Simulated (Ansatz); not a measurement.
Results of PBEsol in Ansatz (PAW) for hcp Zr.

A perfect cell of 2 atoms has -8257.2719 eV. A cell of 36 sites with one atom taken out, atoms relaxed at the host's volume, has -144500.0600 eV. Energies are extrapolated to zero smearing.

Defect cell: Settings: plane-wave cutoff 500 eV, 5×5×5 k mesh, Fermi–Dirac smearing 0.1 eV, cell of 36 sites, scalar-relativistic PAW data made under PBE.

Perfect cell: Run with plane-wave cutoff 500 eV, 15×15×10 k mesh (along the axes of the cell as run), Fermi–Dirac smearing 0.1 eV, scalar-relativistic PAW data made under PBE.

**Question.** Work out the vacancy formation energy.

**Answer.** E_f = E(35) − 35 × E_bulk per atom = -144500.0600 − 35 × (-8257.2719/2) = 2.20 eV. Before relaxation the value is 2.28 eV.

The cell is finite, so the vacancy feels its images.

Note: energies are extrapolated to zero smearing, and mesh and cell size move such values by some hundredths of an eV or more.

Ansatz is a first-principles code.
